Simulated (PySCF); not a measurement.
**Potential energy of AlF along the bond**

Set-up: basis Al STO-3G, F STO-3G; no relativity; PySCF 2.14. Energies in eV from Al + F in their ground configurations at the same level. State: ¹Σ⁺ (singlet), closed shell.

Curves on a restricted Hartree–Fock reference rise too fast on stretching and do not dissociate correctly.

```csv
R (Å),RHF-SCS-MP2
1.410,-4.915
1.476,-5.627
1.542,-6.004
1.591,-6.123
1.640,-6.134
1.689,-6.061
1.755,-5.861
1.837,-5.492
1.935,-4.938
2.066,-4.101
```

Question: Put a parabola through the three lowest points of the RHF-SCS-MP2 curve and estimate Re, k and ωe (reduced mass 11.15 u; 1 eV/Å² = 0.16022 mdyn/Å; ωe = 1302.8·√(k/μ) cm⁻¹).

Answer: Through R = 1.591, 1.64, 1.689 Å the second-order coefficient is 17.5 eV/Å², so Re ≈ 1.622 Å, k ≈ 5.61 mdyn/Å and ωe ≈ 924 cm⁻¹. A polynomial fit of higher order to the unrounded RHF-SCS-MP2 energies gives Re = 1.621 Å, k = 6.15 mdyn/Å, ωe = 968 cm⁻¹; anharmonicity and rounding make the difference.

The higher-order fit for each curve: RHF-SCS-MP2: Re = 1.621 Å, ωe = 968 cm⁻¹, De = 6.14 eV.

Correlated steps freeze 6 core orbitals. Where the molecule has an RHF reference, its open-shell atoms are computed with UHF. STO-3G is very small, so such numbers show the basis as much as the molecule.
